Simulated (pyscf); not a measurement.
# Four-centre exchange: H₂B–NH₂ + HCl → H₂N–BH–Cl + H₂

Gas phase, singlet surface, charge 0. Bonds broken: B1–H3, Cl7–H8. Bonds formed: B1–Cl7, H3–H8. Optimised with ωB97X-D3(BJ)/def2-SVP in PySCF.

Transition state (Å):

```xyz
8

B     -0.8981     0.4111     0.1082
N      0.3780     0.3573    -0.5008
H     -0.7820     0.6110     1.4337
H     -1.8134     1.0748    -0.2899
H      0.4398     0.5002    -1.5014
H      1.1199    -0.2324    -0.1448
Cl    -1.7947    -1.5443     0.5324
H     -1.1487    -0.2844     1.3503
```

One imaginary mode, 903i cm⁻¹; descent along it reached the two sides named.

| bond | change | reactant side (Å) | saddle | product side |
|---|---|---|---|---|
| B1–H3 | breaks | 1.216 | 1.346 | 4.1 |
| Cl7–H8 | breaks | 1.287 | 1.635 | 2.9 |
| B1–Cl7 | forms | 3.4 | 2.193 | 1.781 |
| H3–H8 | forms | 1.997 | 0.971 | 0.760 |

Electronic energies relative to the separated reactants (kcal/mol):

```json
[
 {"level": "ωB97X-D3(BJ)/def2-TZVP", "barrier": "26.3", "reaction energy": "-17.7", "reverse barrier": "44.0"},
 {"level": "PBE/def2-TZVP", "barrier": "18.6", "reaction energy": "-17.5", "reverse barrier": "36.2"},
 {"level": "r²SCAN/def2-TZVP", "barrier": "20.1", "reaction energy": "-18.8", "reverse barrier": "38.9"},
 {"level": "B3LYP-D3(BJ)/def2-TZVP", "barrier": "25.1", "reaction energy": "-17.1", "reverse barrier": "42.2"},
 {"level": "PBE0-D3(BJ)/def2-TZVP", "barrier": "20.9", "reaction energy": "-17.5", "reverse barrier": "38.4"},
 {"level": "M06-2X/def2-TZVP", "barrier": "25.8", "reaction energy": "-18.5", "reverse barrier": "44.3"},
 {"level": "ωB97M-D3(BJ)/def2-TZVP", "barrier": "26.4", "reaction energy": "-16.8", "reverse barrier": "43.1"},
 {"level": "HF/def2-TZVP", "barrier": "43.9", "reaction energy": "-13.8", "reverse barrier": "57.7"}
]
```

With ωB97M-D3(BJ)/def2-TZVP energies and thermal terms (ideal gas, 1 atm, RRHO with modes under 100 cm⁻¹ raised to 100, one conformer, R ln 2 for chiral ones without a mode under 150 cm⁻¹), in kcal/mol:

```
T (K)   ΔH‡   ΔG‡     ΔH     ΔG
-----  ----  ----  -----  -----
298    25.9  35.0  -18.6  -17.4
600    25.8  44.4  -17.8  -16.6
900    26.0  53.6  -17.2  -16.1
1200   26.4  62.8  -16.9  -15.8
```

The same reactants have a lower exit, to H₂B–Cl + NH₃ (barrier +14.3 kcal/mol at ωB97M-D3(BJ)/def2-TZVP, against +26.4 kcal/mol here). This is the saddle that the search found; another between the same sides may lie lower.
